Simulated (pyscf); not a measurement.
Elementary routes open to S=Ge: (SMILES [S]=[Ge]) [singlet] + H₂S (SMILES S) in the gas phase (singlet surface):
A. S=GeH–SH (SMILES [S]=[GeH][SH]) (H–S broken; Ge–S, Ge–H formed)
B. HS–Ge:–SH (SMILES [SH][Ge][SH]) [singlet] (H–S broken; Ge–S, H–S formed)

Structures and frequencies: ωB97X-D3(BJ)/def2-SVP in PySCF. Correlated levels are frozen-core, on RHF or UHF. ΔMP2 is the change of the MP2 total energy from the triple- to the quadruple-zeta basis.

Question: Rank the routes by free-energy barrier at 900 K, lowest first, for CCSD(T)/def2-TZVPP + ΔMP2(QZVPP) energies (ideal gas, 1 atm, RRHO with modes under 100 cm⁻¹ raised to 100, one conformer, R ln 2 for rigid chiral ones).

Answer: B (160.3 kJ/mol), A (287.8 kJ/mol)

Route B is the fastest of these, ahead of the next by 127.5 kJ/mol. The most stable products are those of B (ΔG = +46.3 kJ/mol), so kinetics and thermodynamics agree. At 298 K B is still the fastest. A: On the reactant side the descent ends in a complex, 23.8 kJ/mol under the separated species and 204.4 kJ/mol under the saddle at ωB97X-D3(BJ)/def2-TZVP. B: On the reactant side the descent ends in a complex, 23.8 kJ/mol under the separated species and 54.0 kJ/mol under the saddle at ωB97X-D3(BJ)/def2-TZVP. Only these routes are compared; each barrier is that of the saddle found, and lower ones may exist. The CCSD(T) − MP2 part came from Ansatz, without density fitting, on the same reference. The frozen core leaves the outer d or s,p core shells of the metals and heavy elements correlated in the MP2 and CC values, and def2-TZVPP describes them poorly, which can shift differences by a few kcal/mol. Elements up to Kr have no core potential and no relativistic terms here.
